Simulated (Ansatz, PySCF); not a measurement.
This PySCF input computes a CCSD(T)/cc-pVDZ energy:

```python
from pyscf import gto, scf, mp, cc as ccmod

mol = gto.M(
    atom='''
    C    -0.00552043    0.00459894   -1.17388509
    C     0.00131904   -0.00109886    0.28048569
    N     0.00672398   -0.00560159    1.42981145
    H    -0.00547550    1.02956237   -1.54542667
    H     0.87817519   -0.50722791   -1.55560292
    H    -0.89455918   -0.50412383   -1.54725412
    ''',
    basis='cc-pvdz',
    charge=0,
    spin=0,
    verbose=4,
)

mf = scf.RHF(mol)
mf.conv_tol = 1e-10
mf.max_cycle = 100
mf.kernel()
mp2 = mp.MP2(mf, frozen=3).run()
cc = ccmod.CCSD(mf, frozen=3)
cc.max_cycle = 100
cc.kernel()
et = cc.ccsd_t()
print(f'E(CCSD(T)) = {cc.e_tot + et:.9f}')
```

Question: Write an input for the same energy in Ansatz (a program for electronic structure) and say what it gives.

Answer: 
Ansatz 0.2 input:
```yaml
crystal:
  periodic: [false, false, false]
  atoms:
    - {symbol: C, position_ang: [-0.00552043, 0.00459894, -1.17388509]}
    - {symbol: C, position_ang: [0.00131904, -0.00109886, 0.28048569]}
    - {symbol: N, position_ang: [0.00672398, -0.00560159, 1.42981145]}
    - {symbol: H, position_ang: [-0.00547550, 1.02956237, -1.54542667]}
    - {symbol: H, position_ang: [0.87817519, -0.50722791, -1.55560292]}
    - {symbol: H, position_ang: [-0.89455918, -0.50412383, -1.54725412]}
basis:
  gaussian:
    orbitals: cc-pVDZ
magnetization: {spin_polarized: false}
correlation: {method: ccsd_t, electrons: outside_noble_gas}
```
It gives -132.39798 Eh, and PySCF -132.39798 Eh, a difference of 0.00 mEh.
